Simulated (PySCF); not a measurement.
System (SMILES): [SiH4] (SiH4).
Geometry (B3LYP-D3(BJ)/def2-TZVP, fixed):
```xyz
5

Si     0.0000     0.0000     0.0000
H      0.8756     0.8547     0.8331
H     -0.8222    -0.8655     0.8753
H     -0.8862     0.8545    -0.8220
H      0.8328    -0.8437    -0.8864
```

Basis-set convergence of the mean static polarisability at PBE with PySCF. All functions are spherical. Density fitting with generated auxiliary sets. In sets without p functions on hydrogen, species with hydrogen take exact integrals. No added dispersion term, no relativity. Reference: the value in aug-pcseg-3, 33.12 bohr³, itself unsure by roughly 0.2 % (its mean distance from aug-cc-pV(Q+d)Z, aug-pcseg-2, aug-cc-pV(T+d)Z). Deviations are taken from unrounded values. Cost is core time over that of 6-311++G(2d,2p), rough, on shared machines of one kind; a dash marks a row that isn't timed (too short, read off another run, short of memory, by another algorithm or on other hardware).

```
basis              functions  cost
-----------------  ---------  ----
pcseg-0                   21     -
6-31+G*                   30     -
pcseg-1                   38  0.5×
cc-pV(D+d)Z               43  0.6×
6-311+G**                 54  0.7×
6-311++G(2d,2p)           75    1×
pcseg-2                   90    1×
cc-pV(T+d)Z               95    1×
6-311++G(3df,3pd)        119    2×
cc-pV(Q+d)Z              184    4×
pcseg-3                  196    4×
cc-pV(5+d)Z              320   10×
```

Which is the smallest set listed that can be trusted to 1 % here, that is, within that of the reference together with its larger relatives (same family, alike in diffuse functions; a set with none to test it counts only in the reference's own line)?

Of the sets listed that have larger relatives (same family, alike in diffuse functions), none stays within 1 % of the reference together with them. Value minus reference over the reference: pcseg-0 -21.6, 6-31+G* -24.2, pcseg-1 -23.1, cc-pV(D+d)Z -18.1, 6-311+G** -16.0, 6-311++G(2d,2p) -9.2, pcseg-2 -12.0, cc-pV(T+d)Z -8.0, 6-311++G(3df,3pd) -2.0, cc-pV(Q+d)Z -3.8, pcseg-3 -3.5, cc-pV(5+d)Z -1.9 %.
